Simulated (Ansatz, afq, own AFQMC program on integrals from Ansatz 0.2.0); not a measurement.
Two steps: Ansatz 0.2.0 writes the Fock matrix and Cholesky factors of the valence space, and afq projects on them the lowest state that overlaps trial and start.

```yaml
crystal:
  periodic: [false, false, false]
  atoms:
    - {symbol: Ge, position_ang: [0.000000, 0.000000, 0.330803]}
    - {symbol: C, position_ang: [0.000000, 0.000000, -1.626483]}
    - {symbol: H, position_ang: [0.000000, 0.908852, -2.229454]}
    - {symbol: H, position_ang: [0.000000, -0.908852, -2.229454]}
basis:
  gaussian: {orbitals: cc-pVDZ}
magnetization: {spin_polarized: true, initial_magnetization: 2}
correlation: {method: ccsd_t, electrons: outside_noble_gas, hamiltonian_folder: ham}
```

```sh
$ ansatz run in.yaml --threads 1 --pin off --events-out ev --progress --plain --max-ram 1382MiB
```

afq runs on the folder ham with

```
--method phaseless --trial cisd --walkers 60 --populations 1 --least-time 40 --time-step 0.005 --steps-per-block 50 --equilibration-blocks 28 --max-blocks 300 --target-error 0.00038 --factor-cut 1e-05 --start spin_pure --seed 7546 --release-times 0.24,0.51,0.99,1.62,2.4 --release-step 0.03 --release-every 4 --taylor-order 6
```

Times are imaginary, in 1/Eh. The walk had a cap of 1086 s. Filled inner d shells are frozen with the cores.

Log:

```
orbitals 36  electrons 6 4  factors 287 of 548
reference energy -2114.28605682 Eh
CCSD correlation -0.20532705 Eh in 11 cycles, weight of the determinant in the CISD state 0.8873
energy of the start -2114.490678 Eh
 block  time / (1/Eh)  mean weight  energy / Eh
     1     0.250  1.0002  -2114.488853
     2     0.500  0.9997  -2114.489687
     3     0.750  0.9992  -2114.492015
     4     1.000  1.0026  -2114.492375
     5     1.250  0.9993  -2114.494607
     8     2.000  0.9997  -2114.497196
    13     3.250  0.9985  -2114.496090
    25     6.250  0.9989  -2114.496628
    37     9.250  0.9995  -2114.491440
    49    12.250  0.9990  -2114.498809
    61    15.250  1.0009  -2114.496102
    65    16.250  0.9955  -2114.504640
    73    18.250  1.0000  -2114.497333
    85    21.250  0.9990  -2114.495636
    97    24.250  1.0006  -2114.499932
   109    27.250  0.9992  -2114.498515
   121    30.250  0.9991  -2114.498882
   133    33.250  1.0026  -2114.498796
   145    36.250  1.0003  -2114.493237
   157    39.250  1.0012  -2114.496353
   169    42.250  0.9998  -2114.496653
   181    45.250  0.9996  -2114.495100
   185    46.250  1.0002  -2114.497189
blocks merged  error / Eh  count
     1  0.000234  160
     2  0.000284  80
     4  0.000329  40
     8  0.000370  20
    16  0.000402  10
released: time / (1/Eh)  energy / Eh  error  mean overlap
  0.24  -2114.497723  0.000482  1.0003
  0.51  -2114.497634  0.000347  0.9983
  0.99  -2114.498029  0.000323  1.0011
  1.62  -2114.497998  0.000489  1.0125
  2.40  -2114.498174  0.000642  1.0033
energy -2114.497281 +/- 0.000370 Eh
(rows thinned)
```

The run passed its tests (sampling time, drift between the halves within three errors, error under three times the target), which doesn't prove that it has relaxed.

Against this walk (error 10.1 meV) on the same determinant: CCSD(T) 10.2 meV higher (within the noise), CCSDT(Q) 25.1 meV lower. The error is statistical and leaves out the bias of the constraint. Released to 2.40 1/Eh the energy moves by -24 ± 20 meV (both errors), within twice the noise.

Cautions: constraint bias not in the error; no relativity below Rb; no spin-orbit coupling; inner d shell frozen; lower spins were not checked.

The walk took 3.8 min on 1 thread of Arm Neoverse V1 (shared host). The log's last line is the phaseless energy.

CCSDT and higher add their correlation energy to the determinant of the CCSD(T) run, since their own runs factorise the integrals more tightly (a shift of under 2 meV). A walk keeps the symmetry of its determinant, which the program's search chose and which needn't be the lowest solution, so a lower state of the same spin and another symmetry isn't excluded.
